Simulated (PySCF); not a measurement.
**Computed NMR parameters against published values**

Numbering as in the mapped SMILES `[CH:1]#[C:2][C:3]([CH3:4])([CH3:5])[CH3:6]`. Each H is labelled by its parent atom.

Single conformer, non-relativistic, equivalent nuclei averaged, isolated molecule. Shieldings: GIAO PBE0/pcSseg-1; geometry: PBE0-D3(BJ)/def2-SVP; PySCF.

Reference values: measured (solution, not stated per compound (mostly CDCl3 or CCl4); Pretsch, Buehlmann, Badertscher, Structure Determination of Organic Compounds, 4th ed. (2009)).
```
   atoms  quantity  reference  computed  computed, scaled
C4/C5/C6     δ ¹³C       31.1      32.8              31.0
      C3     δ ¹³C       27.4      27.5              25.9
```

Computed shifts are σ(ref) − σ with the named reference compound (TMS for H and C) calculated as an isolated molecule at the same level. The measured values may be among those fitted. Empirical linear scaling, fitted to shifts measured mostly in CDCl3 for H and C (δ vs TMS): ¹³C (scatter 1.9 ppm rms, 2.3 ppm with the 23 outliers that the fit left out). A few per cent of atoms miss by over 2 rms, more outside the fitted compound classes.

Problem. How far are the unscaled ¹³C shifts from the references?

Solution. Mean signed difference +0.90 ppm, mean absolute 0.90 ppm over 2 comparisons; the largest is +1.7 ppm at C4/C5/C6 (methyl carbon).
